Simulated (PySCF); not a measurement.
# Working out the electron affinity of F

F⁻ [Ne] (1S) → F [He] 2s2 2p5 (2P). Calculation: PySCF 2.14, in aug-cc-pCVTZ-DK; the spin-free X2C one-electron Hamiltonian (Gaussian nucleus). Frozen: nothing. Energies in hartree (1 hartree = 27.21139 eV):

```csv
part,F⁻ (lower),F (upper)
UHF,-99.537284,-99.493777
MP2 opposite-spin,-0.268392,-0.206985
MP2 same-spin,-0.087558,-0.058704
```

What does Hartree-Fock give?

(-99.493777) − (-99.537284) = 0.043507 hartree = 1.184 eV.

What do MP2 and SCS-MP2 (6/5 opposite-spin, 1/3 same-spin) give?

The opposite-spin parts differ by 1.671 eV and the same-spin parts by 0.785 eV. MP2: 1.184 + (1.671) + (0.785) = 3.640 eV. SCS-MP2: 1.184 + 1.2 × (1.671) + (0.785)/3 = 3.451 eV.

A first-order spin-orbit estimate adds -0.017 eV to MP2 (valence and next inner shell), giving 3.623 eV against 3.401 eV (measured; photodetachment measurements, as compiled on the Wikipedia data page of electron affinities).

What remains against the reference includes basis incompleteness and correlation beyond second order.
